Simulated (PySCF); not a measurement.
Gas-phase reaction: 5 SiH3F → 2 Si2H5 + SiH2F2 + 3 HF

Computed with PySCF and rigid-rotor harmonic-oscillator thermochemistry at 1 bar. † marks an energy on the PBE0/def2-TZVP geometry and frequencies. MP2 and CCSD(T) freeze the core. Open shells (unrestricted): Si2H5 (multiplicity 2); the rest are closed-shell singlets. Si2H5: computed as isolated molecules; such fragments, hydroxides, amides, oligomers or adducts are transient or little studied in the gas. MP2 isn't extrapolated to the basis-set limit; its ΔH°(298 K) is 636.5 kJ in def2-SVP and 662.9 kJ in def2-TZVPP. CCSD(T) isn't extrapolated to the basis-set limit; its ΔH°(298 K) is 618.2 kJ in def2-SVP and 641.2 kJ in def2-TZVPP. The harmonic model lacks anharmonicity and excited electronic states, which grow with temperature; levels with a mode under 35 cm⁻¹ are left out. Internal rotation in Si2H5 is treated as a harmonic vibration of one conformer, which makes the entropy rough.

```tsv
level	ΔE electronic, kJ	ΔH°(298 K), kJ	ΔS°(298 K), J/K	ΔG°(600 K), kJ
CCSD(T)/def2-SVP†	621	618	175	508
M06-2X/def2-TZVP†	680	677	175	567
MP2/def2-TZVPP†	666	663	175	552
PBE/def2-TZVP†	596	593	175	483
r2SCAN/def2-TZVP†	638	635	175	524
```
ΔH° is lowest at PBE/def2-TZVP† and highest at M06-2X/def2-TZVP†. No reference value is set beside these.
